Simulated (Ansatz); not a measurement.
Elastic constant C33 (GPa) of solids drawn from the class of elemental solids other than molecular ones, at two levels: PBE in Ansatz (plane waves, PAW), and PBEsol (PAW; Ansatz, a quantum-chemistry and plane-wave program).

| solid | PBE | PBEsol | shift (%) |
|---|---|---|---|
| hcp Zn | 65.4 | 82.8 | +27 |
| hcp Tc | 537 | 584 | +8.8 |
| double-hcp La | 53.3 | 62.6 | +17.4 |
| hcp Mg | 68.8 | 72.2 | +4.9 |
| hcp Hf | 197 | 208 | +5.6 |
| hcp Lu | 91.4 | 102 | +11.6 |
| hcp Cd | 38.0 | 59.2 | +56 |
| hcp Zr | 162 | 172 | +6.2 |
| hcp Co | 408 | 467 | +14.5 |
| hcp Be | 382 | 388 | +1.6 |

The shifts run from +1.6 % to +56 %, with a median of +10.2 %.

Over all 10 rows PBEsol is the larger in 10.

Ansatz's runs of these crystals have no spin polarisation, but for hcp Co.

Density-functional runs with spin start from parallel moments for hcp Co.

Spin–orbit coupling is left out, also for the solids with elements from indium on (double-hcp La, hcp Hf, hcp Lu); its size isn't shown.

Each level is taken at its own relaxed cell. Ansatz's density-functional and Hartree–Fock values are scalar-relativistic unless marked +SOC, with PAW data made under PBE.
